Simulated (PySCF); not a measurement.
## How well do the runs reproduce experiment for CH2S?

**The experiment to reproduce.**

NIST CCCBDB Release 22 (SRD 101), experimental dipoles lists, for the gas: dipole moment 1.647 ± 0.0014 D.

The runs below try to reproduce these values; the comparison stands at the end.

Species: CH2S.
Numbering: `[CH2:1]=[S:2]` (hydrogens: H3, H4 on C1)

Structure used (GFN2-xTB), in Å, numbered top down from 1:
```xyz
4
CH2S angstrom
C     -0.1149    0.0053    0.0029
S      1.4839   -0.0522    0.1348
H     -0.6121    0.8191   -0.5087
H     -0.7466   -0.7675    0.4212
```

Runs made with PySCF (gas phase, on this GFN2-xTB geometry; no spin–orbit coupling):

| level | job | basis functions | wall time |
| --- | --- | --- | --- |
| CAM-B3LYP/def2-SVPD | 8 singlets by full TDDFT, 3 Tamm–Dancoff triplets, polarisability | 63 | 1.6 s |

Hardware: an Arm Neoverse V2 with one thread, no GPU (shared host).

**Comparison with experiment**

**Dipole moment.** Measured: 1.647 D (NIST CCCBDB Release 22 (SRD 101), experimental dipoles).

| level | computed (D) | computed − measured (D) | % (from the printed values) |
| --- | --- | --- | --- |
| CAM-B3LYP/def2-SVPD | 1.822 | +0.175 | +11 |

The computed dipoles belong to one fixed geometry; measured ones are averaged over vibrations unless marked μe. Magnitudes are compared, not signs.

The geometry is computed, not the measured one. Where a level misses, the cause wasn't examined.
